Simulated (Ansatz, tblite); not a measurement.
**The cluster Ti3: a ladder of methods and basis sets**

An exercise on one series of results from a longer session: the logs are not shown, and one member is left open.

Computed with Ansatz 0.2.0, Gaussian basis. Level: as each input shows.

Levels to be run: GFN1-xTB, GFN2-xTB, PBE-D4/def2-TZVP, r2SCAN-D4/def2-TZVP, ωB97X-V/def2-TZVP, BHLYP-D4/def2-TZVP, ωB97M-V/def2-TZVP, B3LYP-D4/def2-TZVP, r2SCAN0-D4/def2-TZVP, PBE-D4/def2-SVP, PBE0-D4/def2-SVP, HF/STO-3G, PBE0-D4/def2-TZVPD, PBE-D4/def2-TZVPD, r2SCAN-D4/def2-TZVPD, MP2/def2-TZVP, RPA/def2-TZVP.

6 further runs of the same task are left out: 5 that didn't finish, 1 set aside as unsound or not needed. Runs told in other sessions of the task aren't counted.

### The geometry

The geometry is that of the singlet, from an earlier relaxation (PBE0-D4/def2-TZVP). At that level it is the lowest of the isomers that a small search found.

3 atoms, charge 0, spin multiplicity 1.

Bond lengths: Ti1–Ti2 2.313 Å, Ti1–Ti3 2.312 Å, Ti2–Ti3 2.312 Å. Angles: Ti2–Ti1–Ti3 60.0°, Ti1–Ti2–Ti3 60.0°, Ti1–Ti3–Ti2 60.0°.

No spin-orbit coupling is included.

PBE0-D4/def2-TZVP was run before; its log isn't repeated, and its numbers join the tables.

Set-up of the first run:

Tight binding, by tblite at 300 K electronic temperature and without a spin-polarisation term:

```python
tblite.interface.Calculator('GFN1-xTB', numbers, positions, charge=0, uhf=0).singlepoint()
```

Tight binding, by tblite at 300 K electronic temperature and without a spin-polarisation term:

```python
tblite.interface.Calculator('GFN2-xTB', numbers, positions, charge=0, uhf=0).singlepoint()
```

start.molden holds the orbitals of an earlier run on this state, given as this run's starting guess.

Contents of in.yaml:

```yaml
crystal:
  periodic: [false, false, false]
  atoms:
    - {symbol: Ti, position_ang: [-0.903599, -0.961816, 0.203156]}
    - {symbol: Ti, position_ang: [0.238627, 0.905046, 0.952266]}
    - {symbol: Ti, position_ang: [0.664972, 0.056760, -1.155422]}
basis:
  gaussian: {orbitals: def2-TZVP, initial_orbitals: start.molden}
hamiltonian: {xc: pbe, dispersion: d4}
scf: {omitted_lower_state_checks: [starts]}
output: {orbitals: {seedname: orbitals}}
```

The run is started by

```console
> ansatz run in.yaml --threads 4 --pin off --events-out ev --progress --plain --max-ram 3916MiB
```

Among the steps run: PBE-D4/def2-TZVP; r2SCAN-D4/def2-TZVP; ωB97X-V/def2-TZVP; BHLYP-D4/def2-TZVP; ωB97M-V/def2-TZVP; B3LYP-D4/def2-TZVP; r2SCAN0-D4/def2-TZVP; PBE-D4/def2-SVP; PBE0-D4/def2-SVP; HF/STO-3G; PBE0-D4/def2-TZVPD; PBE-D4/def2-TZVPD; r2SCAN-D4/def2-TZVPD; MP2/def2-TZVP; RPA/def2-TZVP.

One of the session's tables, all rows but one given; the rest of the session is left out.

| level | HOMO (eV) | gap (eV) |
| --- | --- | --- |
| HF/STO-3G | -0.59 | 6.39 |
| PBE-D4/def2-SVP | -2.72 | 0.24 |
| PBE-D4/def2-TZVP | -3.09 | 0.29 |
| PBE-D4/def2-TZVPD | -3.11 | 0.29 |
| r2SCAN-D4/def2-TZVP | -3.08 | 0.61 |
| r2SCAN-D4/def2-TZVPD | -3.11 | 0.61 |
| B3LYP-D4/def2-TZVP | -3.56 | 1.64 |
| PBE0-D4/def2-SVP | -3.33 | 1.70 |
| PBE0-D4/def2-TZVP | -3.61 | 1.87 |
| PBE0-D4/def2-TZVPD | ? | ? |
| r2SCAN0-D4/def2-TZVP | -3.63 | 1.94 |
| BHLYP-D4/def2-TZVP | -4.09 | 3.03 |
| ωB97X-V/def2-TZVP | -5.35 | 5.31 |
| ωB97M-V/def2-TZVP | -5.43 | 5.23 |

Q: Estimate the row for PBE0-D4/def2-TZVPD from the others.

**Answer.** HOMO (eV): -3.64; gap (eV): 1.87. In the column «HOMO (eV)» it lies between BHLYP-D4/def2-TZVP (-4.09) and r2SCAN0-D4/def2-TZVP (-3.63).
